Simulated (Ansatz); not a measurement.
System: CdCl2 (R-3m, No. 166). Method: HSE06 (PAW; Ansatz, a program for electronic structure).

Run with plane-wave cutoff 460 eV, 8×8×8 k mesh, Fermi–Dirac smearing 0.01 eV, scalar-relativistic PAW data made under PBE.

Cell (measured lattice):

```
CdCl2
1.0
    1.92500     1.11140     5.82000
   -1.92500     1.11140     5.82000
    0.00000    -2.22280     5.82000
Cd Cl
1 2
Direct
  0.00000   0.00000   0.00000
  0.25000   0.25000   0.25000
  0.75000   0.75000   0.75000
```

Estimate the band gap and smallest direct gap on the k points sampled that the calculation returns.


band gap: 4.80 eV (on the SCF k mesh)
smallest direct gap on the k points sampled: 5.00 eV

Measured, for comparison: band gap 5.7 eV (temperature not stated, no zero-point or thermal correction, compiled measured gap; kind and temperature not stated; as tabulated in Kothakonda et al. (2022), arXiv:2208.02841).

Note: cell and atoms aren't relaxed at this level (pressure 0.3 GPa).

Spin–orbit coupling is not included.

The result took roughly 9 core-minutes.
